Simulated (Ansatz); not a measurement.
Relaxation of BClFH2 (5 atoms, charge 0, multiplicity 2), to a largest force component of 0.03 eV/Å in at most 50 steps.

The calculation used Ansatz 0.2.0, UKS PBE0-D4/def2-SVP.

```xyz
5
Properties=species:S:1:pos:R:3
B -0.078 0.000 -0.317
Cl 0.010 0.000 2.746
H 1.039 0.000 -0.806
F -1.140 0.000 -1.065
H 0.056 0.000 4.077
```

Question: Where does it end, and by what steps?

Answer: The run converged. The force dipped under the threshold on the way, but the program's further checks kept it going. After 46 steps the energy has fallen by 0.190 eV; H5 moved furthest, 1.51 Å.

```
step  energy less start (eV)  largest force component (eV/Å)  accepted
   0                  0.0000                           1.188       yes
   2                  0.0342                           1.872        no
   4                 -0.0446                           0.009       yes
   6                 -0.0449                           0.003       yes
   8                 -0.0451                           0.038       yes
  10                 -0.0314                           0.776        no
  12                 -0.0485                           0.455        no
  14                 -0.0553                           0.148       yes
  16                 -0.0698                           0.206       yes
  18                 -0.1003                           0.407       yes
  20                 -0.1426                           0.336       yes
  22                 -0.1521                           0.251       yes
  24                 -0.1701                           0.125       yes
  26                 -0.1773                           0.111       yes
  28                 -0.1793                           0.069       yes
  30                 -0.1798                           0.048       yes
  32                 -0.1788                           0.339        no
  34                 -0.1844                           0.031       yes
  36                 -0.1854                           0.117       yes
  38                 -0.1874                           0.066       yes
  40                 -0.1888                           0.060       yes
  42                 -0.1899                           0.082       yes
  44                 -0.1902                           0.077       yes
  46                 -0.1905                           0.023       yes
```

```xyz
5
Properties=species:S:1:pos:R:3
B -0.079 0.341 -0.184
Cl 0.483 0.389 2.595
H 1.078 0.113 -0.481
F -0.952 -0.629 -0.049
H -0.643 -0.214 2.754
```

Whether the end is a true minimum wasn't checked by a vibrational analysis.

Run time: 58 s on 1 thread of Intel(R) Xeon(R) 6975P-C (Granite Rapids), with other jobs on the host, peak memory 0.14 GiB.
